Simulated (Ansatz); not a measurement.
BS₂ (SMILES S=B[S-]) (charge -1), singlet: a trajectory.

in.yaml

```yaml
crystal:
  periodic: [false, false, false]
  atoms:
    - {symbol: S, position_ang: [-1.118560, 1.125420, -0.486350]}
    - {symbol: B, position_ang: [0.000170, 0.000110, 0.000100]}
    - {symbol: S, position_ang: [1.118400, -1.125530, 0.486250]}
basis:
  gaussian: {orbitals: def2-SVPD}
total_charge: -1
hamiltonian: {xc: pbe0, dispersion: d4}
md: {n_steps: 30, timestep: -0.5, temperature: 200, ensemble: nve, seed: 181, initial_velocities: maxwell_boltzmann}
```

Command:

```bash
ansatz run in.yaml --threads 2 --pin off --events-out ev --progress --plain --max-ram 3481MiB
```

Output of Ansatz 0.2.0:

```
Error: invalid value for `md.timestep`: must be finite and > 0; got -0.5 fs
```

The run took about 0.05 s on 2 CPU threads of an Intel Xeon (shared host).


The program refused the input. A timestep must be positive.